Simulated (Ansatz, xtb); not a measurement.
Species: C3H3, charge -1, multiplicity 1. It need not be the lowest isomer of its formula. Whether it binds its extra electron was not tested at this geometry. 
Geometry from a B3LYP-D3(BJ)/def2-TZVP (Ansatz, a program for electronic structure) optimisation:
```xyz
6

C      0.0033     0.0214     0.1126
C      0.0953     0.4218     1.3195
C     -0.0499    -0.2733    -1.2030
H     -0.1528    -0.2386     2.1526
H      0.8062    -0.6818    -1.7335
H     -0.9456    -0.0989    -1.7932
```
Charge -1, spin multiplicity 1.

Harmonic wavenumbers from GFN2-xTB (xtb, at its own minimum), cm⁻¹: 235, 343, 474, 740, 801, 1002, 1188, 1471, 2042, 2835, 2842, 2888.

Question: Give the harmonic wavenumbers at B3LYP-D3(BJ)/def2-TZVP (Ansatz, finite differences of forces, unscaled).

Answer: 384, 466, 502, 763, 851, 1033, 1115, 1454, 1917, 3066, 3075, 3124 cm⁻¹. Zero-point energy 25.4 kcal/mol.

Question: From these and the geometry, give the ideal-gas thermochemistry at 298.15 K and 1 atm (rigid rotor, harmonic oscillator).

Answer: Point group Cs, rotational symmetry number 1. Rotational constants 205.9, 9.556, 9.381 GHz. S(trans) 36.92, S(rot) 20.39, S(vib) 2.99, S(elec, spin only) 0.00, S 60.3 cal/(mol K). H(298) - H(0) 3.01 kcal/mol; G - E(el) 10.4 kcal/mol.
